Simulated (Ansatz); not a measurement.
Barrier HO + CH3 (SMILES [CH3]) via CH4O, on the benchmark's geometries as Psi4's copy gives them; open shells unrestricted, no zero-point energy, no spin–orbit coupling.
Transition structure (charge 0, multiplicity 3):
```xyz
6

C      0.0003    -1.1423     0.0000
H     -1.0560    -1.3847     0.0000
H      0.5202    -1.4074     0.9124
H      0.5202    -1.4074    -0.9124
H      0.0116     0.1601     0.0000
O      0.0003     1.3616     0.0000
```

Frozen-core correlation. CBS: X⁻³ extrapolation of the correlation energy, Hartree–Fock from the larger set. MP2 and its Hartree–Fock in aug-cc-pVQZ are density fitted.

Codes used: Ansatz (a quantum-chemistry and plane-wave program) with Gaussian orbitals. Each number belongs to the level named beside it.

Barrier heights (kcal/mol): PBE/def2-TZVPPD -0.49; B3LYP/def2-TZVPPD 4.49; wB97M-V/def2-TZVPPD 6.58; MP2/CBS(aug-cc-pVTZ, aug-cc-pVQZ) + ΔCCSD(T)/aug-cc-pVTZ 8.93.

Problem. With all else equal, by what factor does exp(−ΔE‡/RT) at 298.15 K differ from its value at MP2/CBS(aug-cc-pVTZ, aug-cc-pVQZ) + ΔCCSD(T)/aug-cc-pVTZ?

Solution. 
RT = 0.5925 kcal/mol, so the factor is exp(−(ΔE‡ − 8.93)/RT): PBE/def2-TZVPPD 7.9e+06; B3LYP/def2-TZVPPD 1800; wB97M-V/def2-TZVPPD 53. Each 1.36 kcal/mol is a factor of ten. MP2/CBS(aug-cc-pVTZ, aug-cc-pVQZ) + ΔCCSD(T)/aug-cc-pVTZ is the comparison, a level with limits of its own.
